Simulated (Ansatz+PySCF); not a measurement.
A calculation with Ansatz (development build ahead of 0.2.0).

```yaml
crystal:
  periodic: [false, false, false]
  atoms:
    - { symbol: Li, position_ang: [0.0, 0.0, -2.02067] }
    - { symbol: Li, position_ang: [0.0, 0.0, 2.02067] }
basis:
  gaussian: { orbitals: "6-31G" }
hamiltonian:
  xc: pbe0
scf:
  omitted_lower_state_checks: [starts, atomic_configurations, cluster_reference, orbital_swaps, given_window_search, neighbouring_geometries, increment]
output:
  forces: true
```

The input is written out in the form of the current development build from the run's settings.

Results

```
Converged                       : yes
Total energy                    : -14.94025 hartree
Spin squared of the determinant : 0.000
Stability test                  : minimum among restricted orbitals
```

Forces (eV/Å):
```tsv
atom	Fx	Fy	Fz
Li1	0.000	0.000	0.550
Li2	0.000	0.000	-0.550
```
